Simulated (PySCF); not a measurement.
# Level sweep

Cyclopentanone, C5H8O.
SMILES with atom numbers: `[O:1]=[C:2]1[CH2:3][CH2:4][CH2:5][CH2:6]1` (hydrogens: H7, H8 on C3; H9, H10 on C4; H11, H12 on C5; H13, H14 on C6)

Cartesian coordinates in Å at the PBE0-D3(BJ)/def2-SVP level; atoms count from 1:
```xyz
14
C5H8O angstrom
O     -0.400    2.522   -0.091
C     -0.212    1.336   -0.047
C      1.141    0.641   -0.136
C      0.868   -0.806    0.264
C     -0.574   -1.050   -0.201
C     -1.285    0.264    0.106
H      1.463    0.711   -1.190
H      1.895    1.174    0.461
H      0.926   -0.909    1.361
H      1.584   -1.522   -0.165
H     -0.586   -1.237   -1.289
H     -1.038   -1.923    0.280
H     -2.164    0.496   -0.512
H     -1.618    0.301    1.159
```

PySCF, dipoles from the SCF density, polarisabilities from static response with core orbitals frozen. The structure is a single PBE0-D3(BJ)/def2-SVP conformer in the gas phase; no vibrational or solvent corrections.

Question: How do dipole and polarisability depend on functional and basis here?

Answer: 

| level | μ (D) | α (Å³) | error (%) | anisotropy (Å³) |
| --- | --- | --- | --- | --- |
| LDA/def2-SVPD | 3.217 | 9.32 | +0.7 | 2.43 |
| PBE/def2-SVPD | 3.121 | 9.22 | -0.4 | 2.43 |
| B3LYP/def2-SVPD | 3.266 | 8.94 | -3.3 | 2.26 |
| PBE0/def2-SVPD | 3.257 | 8.85 | -4.3 | 2.25 |
| BHandHLYP/def2-SVPD | 3.429 | 8.61 | -6.9 | 2.11 |
| CAM-B3LYP/def2-SVPD | 3.341 | 8.80 | -4.8 | 2.18 |
| wB97X-D/def2-SVPD | 3.314 | 8.80 | -4.9 | 2.20 |
| LC-wPBE/def2-SVPD | 3.313 | 8.59 | -7.2 | 2.13 |
| HF/def2-SVPD | 3.652 | 8.31 | -10.2 | 1.95 |
| PBE0/6-31G* | 2.891 | 7.53 | -18.6 | 1.78 |
| PBE0/def2-SVP | 2.871 | 7.73 | -16.5 | 1.78 |
| PBE0/6-31+G* | 3.253 | 8.43 | -8.9 | 2.20 |
| PBE0/aug-cc-pVDZ | 3.221 | 9.03 | -2.4 | 2.37 |
| PBE0/def2-TZVP | 3.134 | 8.64 | -6.6 | 2.16 |
| PBE0/def2-TZVPD | 3.214 | 9.02 | -2.5 | 2.33 |

Reference polarisability: 9.250 Å³ (measured, gas; NIST CCCBDB Release 22 (SRD 101), experimental polarizabilities). The anisotropy is √(½[(α1 − α2)² + (α2 − α3)² + (α3 − α1)²]). For the polarisability, the smallest error is 0.4% (PBE/def2-SVPD) and the largest 18.6% (PBE0/6-31G*). The dipole runs from 2.87 D (PBE0/def2-SVP) to 3.65 D (HF/def2-SVPD). In one basis (def2-SVPD) the functionals order the polarisability from HF (lowest) to LDA (highest), a spread of 12%. With PBE0 the polarisability is 7.96 Å³ without diffuse functions (mean of 6-31G*, def2-SVP and def2-TZVP) and 8.83 Å³ with them (mean of 6-31+G*, def2-SVPD, aug-cc-pVDZ and def2-TZVPD). Measured values can belong to vibrating molecules; the computed ones are for one fixed geometry.
